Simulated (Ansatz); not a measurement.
**MgHCl: small, medium and large basis sets**

An exercise on one series of results from a longer session: the logs are not shown, and one member is left open.

Computed with Ansatz 0.2.0, Gaussian basis. Level: one geometry, several basis sets.

Levels to be run: PBE0-D4/def2-SVP; ωB97M-V/def2-SVP; PBE0-D4/def2-QZVPP; ωB97M-V/def2-QZVPP; the functionals' def2-TZVPP values are taken from earlier runs.

## Structure used throughout

An earlier PBE0-D4 in a triple-zeta def2 set relaxation fixed the geometry.

SMILES `[MgH][Cl]`, 3 atoms, charge 0, spin multiplicity 1.

Atoms are counted from 1 here; the program's logs count them from 0.

Bond lengths: Mg1–Cl2 2.187 Å, Mg1–H3 1.686 Å. Angles: Cl2–Mg1–H3 179.9°.

The first run:

The input, in.yaml:

```yaml
crystal:
  periodic: [false, false, false]
  atoms:
    - {symbol: Mg, position_ang: [-0.150024, -0.002017, -0.082550]}
    - {symbol: Cl, position_ang: [1.766536, -0.265498, 0.937522]}
    - {symbol: H, position_ang: [-1.627512, 0.202716, -0.868172]}
basis:
  gaussian: {orbitals: def2-SVP}
hamiltonian: {xc: pbe0, dispersion: d4}
output: {orbitals: {seedname: orbitals}}
```

Steps of the session up to this table: PBE0-D4 in def2-SVP; ωB97M-V in def2-SVP; PBE0-D4 in def2-QZVPP; ωB97M-V in def2-QZVPP.

One table of the session follows, with a row left open; its other results are not shown here.

It belongs to the step «Functionals by basis». 

| functional | basis | HOMO (eV) |
| --- | --- | --- |
| PBE0-D4 | def2-SVP | -8.27 |
| PBE0-D4 | def2-TZVPP | -8.28 |
| PBE0-D4 | def2-QZVPP | -8.26 |
| ωB97M-V | def2-SVP | ? |
| ωB97M-V | def2-TZVPP | -10.49 |
| ωB97M-V | def2-QZVPP | -10.48 |

**Question.** Estimate the row for ωB97M-V, def2-SVP.

**Answer.** HOMO (eV): -10.44. In the column «HOMO (eV)» it lies between ωB97M-V, def2-QZVPP (-10.48) and PBE0-D4, def2-TZVPP (-8.28).
